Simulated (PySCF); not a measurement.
Saddle point of AlH3O, singlet (AlH₃O ([OH][AlH2]) → AlHO ([O][AlH]) + H₂; bonds formed: H2–H4; bonds broken: Al1–H2, O3–H4), PBE0-D4/def2-TZVP structure:

```xyz
5
angstrom
Al -0.5847 -0.1079 0.2271
H 0.8778 0.6006 -0.7709
O 0.5446 -1.0449 0.9130
H 1.0971 -0.0305 -0.1967
H -1.9347 0.5827 -0.1724
```

Energies are electronic, without zero-point energy. Barriers and step energies count from the start structure reached by relaxing down the imaginary mode; all methods use the PBE0-D4 structures, on which another method's saddle can fall below an end. Computed with PySCF 2.14 with density fitting (its default auxiliary sets; JK sets also for MP2 and CCSD(T)) (basis: def2-TZVPP, with def2-QZVPP for the basis limit); correlated methods freeze the cores. B3LYP uses VWN-RPA correlation. Extrapolation: Hartree–Fock as exp(−7.88 √X), correlation as X^−2.97.

```
   method  barrier (kJ/mol)  step energy (kJ/mol)
    SPW92                 ?                 236.0
   PBE-D4             240.1                 217.6
r2SCAN-D4             258.9                 238.2
  PBE0-D4             272.6                 250.8
 B3LYP-D4                 ?                 237.8
 BHLYP-D4             305.0                 272.5
  wB97M-V             280.8                 249.1
       HF                 ?                 307.8
      MP2             266.1                 230.6
     CCSD             295.6                 259.1
  CCSD(T)             280.0                 244.2
```

Problem. Fill in the withheld barriers. (An estimate is asked for; the value comes from the calculation.)

Solution. By the calculation: B3LYP-D4 269.9; SPW92 235.4; HF 355.6 kJ/mol. Each is the energy of the saddle less that of the start structure, by the same method.

For comparison, the barrier by CCSD(T) at an estimated basis limit (MP2 extrapolated from triple and quadruple zeta, plus CCSD(T) − MP2 in triple zeta) is 275.7 kJ/mol.

No T1 diagnostic of these runs exceeds 0.033. The T1 diagnostic is large here, which may signal multireference character or strong orbital relaxation, so CCSD(T) is less sure.

Labels in which every atom is bracketed show which atoms are joined, not bond orders.

For scale, one of the runs: CCSD(T)/def2-TZVPP, 115 basis functions, launched by `OMP_NUM_THREADS=4 python run.py`. Hardware: 4 CPU threads of an AMD EPYC 7B13, shared host. Wall time about 21 s.
